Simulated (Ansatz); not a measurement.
input.yaml

```yaml
crystal:
  periodic: [false, false, false]
  atoms:
    - { symbol: B, position_ang: [0.10432, -0.292735, -0.210948] }
    - { symbol: H, position_ang: [-0.02631, -0.076641, 0.970972] }
    - { symbol: O, position_ang: [1.381008, -0.315855, -0.717045] }
    - { symbol: H, position_ang: [1.355954, -0.505185, -1.678374] }
    - { symbol: O, position_ang: [-0.968391, -0.515015, -1.05688] }
    - { symbol: H, position_ang: [-1.808735, -0.468833, -0.564025] }
    - { symbol: H, position_ang: [-0.247745, 0.375664, 4.3299] }
magnetization:
  spin_polarized: true
  initial_magnetization: 1
basis:
  gaussian: { orbitals: "6-31G*" }
hamiltonian:
  xc: revpbe
neb:
  order_check: false
  images: 9
  f_tol: 0.05
  max_iterations: 60
  final_atoms:
    - { symbol: B, position_ang: [-0.01220559, -0.37511008, -0.55731035] }
    - { symbol: H, position_ang: [-0.0007722, 0.09106002, 2.30091638] }
    - { symbol: O, position_ang: [1.1220395, -0.43502922, -1.32585692] }
    - { symbol: H, position_ang: [1.91362896, -0.31139096, -0.77030969] }
    - { symbol: O, position_ang: [-1.24309919, -0.52504711, -1.1431237] }
    - { symbol: H, position_ang: [-1.94675796, -0.45818634, -0.47150984] }
    - { symbol: H, position_ang: [-0.04273253, 0.21510369, 3.04079412] }
  initial_path:
    images:
      - { positions_ang: [[0.10432, -0.292735, -0.210948], [-0.02631, -0.076641, 0.970972], [1.381008, -0.315855, -0.717045], [1.355954, -0.505185, -1.678374], [-0.968391, -0.515015, -1.05688], [-1.808735, -0.468833, -0.564025], [-0.247745, 0.375664, 4.3299]] }
      - { positions_ang: [[0.08322648, -0.23410753, -0.16866738], [-0.02150496, -0.06171648, 1.06486813], [1.34890518, -0.25116115, -0.71434984], [1.38978557, -0.59265455, -1.51466444], [-1.01904792, -0.41289986, -0.98660762], [-1.79245877, -0.54586519, -0.55098905], [-0.19880458, 0.29980476, 3.9440102]] }
      - { positions_ang: [[0.06213296, -0.17548007, -0.12638675], [-0.01669992, -0.04679196, 1.15876425], [1.31680235, -0.1864673, -0.71165469], [1.42361715, -0.6801241, -1.35095487], [-1.06970484, -0.31078472, -0.91633524], [-1.77618253, -0.62289738, -0.53795309], [-0.14986417, 0.22394552, 3.55812039]] }
      - { positions_ang: [[0.04103944, -0.1168526, -0.08410613], [-0.01189488, -0.03186743, 1.25266038], [1.28469953, -0.12177345, -0.70895953], [1.45744872, -0.76759365, -1.18724531], [-1.12036176, -0.20866958, -0.84606286], [-1.7599063, -0.69992956, -0.52491714], [-0.10092375, 0.14808628, 3.17223059]] }
      - { positions_ang: [[0.01994592, -0.05822514, -0.0418255], [-0.00708983, -0.01694291, 1.34655651], [1.25259671, -0.0570796, -0.70626438], [1.49128029, -0.8550632, -1.02353574], [-1.17101868, -0.10655445, -0.77579048], [-1.74363007, -0.77696175, -0.51188119], [-0.05198334, 0.07222704, 2.78634079]] }
      - { positions_ang: [[-0.0011476, 0.00040233, 0.00045512], [-0.00228479, -0.00201839, 1.44045264], [1.22049388, 0.00761425, -0.70356922], [1.52511186, -0.94253274, -0.85982618], [-1.22167559, -0.00443931, -0.7055181], [-1.72735384, -0.85399394, -0.49884524], [-0.00304292, -0.0036322, 2.40045098]] }
      - { positions_ang: [[-0.0033592, -0.07470015, -0.11109797], [-0.00198228, 0.01659729, 1.61254539], [1.20080301, -0.08091444, -0.82802676], [1.60281528, -0.81630439, -0.84192288], [-1.22596031, -0.10856087, -0.79303922], [-1.77123466, -0.77483242, -0.49337816], [-0.01098084, 0.04011498, 2.52851961]] }
      - { positions_ang: [[-0.0055708, -0.14980263, -0.22265107], [-0.00167976, 0.03521297, 1.78463814], [1.18111213, -0.16944314, -0.9524843], [1.6805187, -0.69007603, -0.82401958], [-1.23024503, -0.21268243, -0.88056034], [-1.81511548, -0.6956709, -0.48791108], [-0.01891876, 0.08386216, 2.65658824]] }
      - { positions_ang: [[-0.0077824, -0.22490512, -0.33420416], [-0.00137724, 0.05382866, 1.95673088], [1.16142125, -0.25797183, -1.07694184], [1.75822212, -0.56384768, -0.80611628], [-1.23452975, -0.31680399, -0.96808146], [-1.85899631, -0.61650938, -0.482444], [-0.02685669, 0.12760933, 2.78465686]] }
      - { positions_ang: [[-0.00999399, -0.3000076, -0.44575726], [-0.00107472, 0.07244434, 2.12882363], [1.14173038, -0.34650052, -1.20139938], [1.83592554, -0.43761932, -0.78821298], [-1.23881447, -0.42092555, -1.05560258], [-1.90287713, -0.53734786, -0.47697692], [-0.03479461, 0.17135651, 2.91272549]] }
      - { positions_ang: [[-0.01220559, -0.37511008, -0.55731035], [-0.0007722, 0.09106002, 2.30091638], [1.1220395, -0.43502922, -1.32585692], [1.91362896, -0.31139096, -0.77030969], [-1.24309919, -0.52504711, -1.1431237], [-1.94675796, -0.45818634, -0.47150984], [-0.04273253, 0.21510369, 3.04079412]] }
```

Command:

```bash
$ ansatz run input.yaml --threads 1 --pin off --max-ram 2048MiB --backend cpu --events-out ev --progress --plain --runs-dir out
```

Hardware: 1 thread of Arm Neoverse V2, with other jobs on the host.

**Question.** Roughly how long does this run take, and how much memory?

**Answer.** 5.4 min, with a peak of 0.11 GiB, for 25 band iterations.
